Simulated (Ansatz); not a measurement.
**HOC, doublet: vertical spin and charge gaps**

Geometry (PBE0/def2-TZVP stationary point for this spin, not checked as a minimum):

```yaml
atoms:
  - { symbol: O, position_ang: [0.0000, -0.1013, 0.5002] }
  - { symbol: C, position_ang: [0.0000, 0.0736, -0.7526] }
  - { symbol: H, position_ang: [0.0000, 0.7302, 1.0271] }
```

Basis cc-pVTZ; Ansatz 0.2.0. Only valence electrons are correlated (noble-gas cores frozen). R marks a restricted (for open shells ROHF) determinant, U an unrestricted one. Active spaces: valence = (11e, 9o) chosen from the atoms' valence shells.

Gaps are energies of the second state less the first, at fixed atoms, for a selection of the levels run; each method lands on the state that its own search finds for that charge and spin.

Removing an electron, to the singlet: 8.297 eV at UCCSDT(Q).

```csv
level,gap (eV),error (meV)
RMP2,8.318,21
UMP2,8.296,-1
UCCSD(T),8.304,7
RCCSDT,8.306,9
RCCSDT(Q),8.293,-4
CASSCF (valence space),6.903,-1394
MRCISD+Q (valence space),8.353,56
PBE,8.577,280
PBE0,8.706,409
B2PLYP,8.503,206
```

Task: PBE gives 12.080 eV for removing an electron, to the triplet. Estimate what UCCSDT(Q) gives in cc-pVTZ.

Result: UCCSDT(Q) in cc-pVTZ gives 12.068 eV, so against it PBE is off by 0.012 eV, of which a good part can be the reference's own basis and frozen-core error.

```
                   level  gap (eV)  error (meV)
                     RHF    10.868        -1200
                     UHF    10.859        -1209
                    RMP2    11.973          -95
                    UMP2    11.932         -136
                   RCCSD    12.065           -3
                   UCCSD    12.065           -3
                RCCSD(T)    12.077            9
                UCCSD(T)    12.083           15
                 BCCD(T)    12.085           17
                  RCCSDT    12.071            3
                  UCCSDT    12.072            4
               RCCSDT(Q)    12.072            4
  CASSCF (valence space)    10.547        -1521
  NEVPT2 (valence space)    11.637         -431
  MRCISD (valence space)    11.820         -248
MRCISD+Q (valence space)    12.012          -56
                  r2SCAN    11.922         -146
                    PBE0    12.101           33
                   B3LYP    12.353          285
                 wB97M-V    12.335          267
                  B2PLYP    12.169          101
                 RPA-PBE    12.393          325
```

Quartet less doublet: 3.904 eV at UCCSDT(Q).

```csv
level,gap (eV),error (meV)
RHF,2.605,-1299
RMP2,3.724,-180
RCCSD,3.795,-109
UCCSD(T),3.893,-11
BCCD(T),3.896,-8
MRCISD (valence space),3.849,-55
MRCISD+Q (valence space),3.894,-10
PBE0,3.708,-196
B3LYP,4.054,150
B2PLYP,4.019,115
```

Full CI isn't at hand for all of this; UCCSDT(Q) serves as the reference, and is uncertain by the last step of the cluster series or more. The frozen core follows each run's orbitals, which can shift R against U totals by a few meV.
